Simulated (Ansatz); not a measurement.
We consider rock-salt SnTe (cubic form, which distorts at low temperature), described by PBE-D4 (Ansatz, a first-principles code, PAW).

Run with plane-wave cutoff 520 eV, 10×10×10 k mesh, Fermi–Dirac smearing 0.01 eV, scalar-relativistic PAW data made under PBE.

Cell (relaxed at this level):

Space group Fm-3m (No. 225); a = 6.3056 Å, b = 6.3056 Å, c = 6.3056 Å, α = 90.00°, β = 90.00°, γ = 90.00°

```json
[
 {"atom": "Sn", "site": "4a", "symmetry": "m-3m", "x": "0.0000", "y": "0.0000", "z": "0.0000"},
 {"atom": "Te", "site": "4b", "symmetry": "m-3m", "x": "0.5000", "y": "0.5000", "z": "0.5000"}
]
```
(The calculation used a cell of 2 atoms; values per cell refer to that cell.)

Task: Give the computed bulk modulus, band gap and direct gap at Γ.

Result: 
- bulk modulus = 45.1 GPa
- band gap = 0.09 eV
- direct gap at Γ = 5.49 eV

Measured, for comparison: band gap 0.3 eV (4 K, zero-point motion not removed, bulk gap, ARPES or transport; rounded; as tabulated in Ando (2013), arXiv:1304.5693); bulk modulus 37.8 GPa (temperature not stated, not corrected to a static lattice; as tabulated in Toher et al. (2017), arXiv:1611.05714). Computed (rounded) less measured: bulk modulus +19 %.

Note: symmetry holds this phase in the static calculation, where it need not be a minimum.

Spin–orbit coupling is not included; it can close the smallest gap of 0.09 eV.

The computed numbers hold no vibrational or temperature effects.
